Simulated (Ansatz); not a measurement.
Job for Ansatz (a first-principles code): U-HF/def2-TZVPP on H2P (SMILES [PH2]), 2S+1 = 2, atoms moved off the minimum.

Ansatz 0.2 input:
```yaml
crystal:
  periodic: [false, false, false]
  atoms:
    - {symbol: P, position_ang: [0.03496288, 0.21708971, 0.10795073]}
    - {symbol: H, position_ang: [-1.05521029, -0.95016490, -0.13390105]}
    - {symbol: H, position_ang: [0.99424306, -0.87905983, -0.12891491]}
basis:
  gaussian:
    orbitals: def2-TZVPP
hamiltonian:
  xc: {name: HF}
magnetization: {spin_polarized: true, initial_magnetization: 1}
output: {forces: true}
```

**Question.** Predict the final total energy.

**Answer.** -341.8655 hartree.
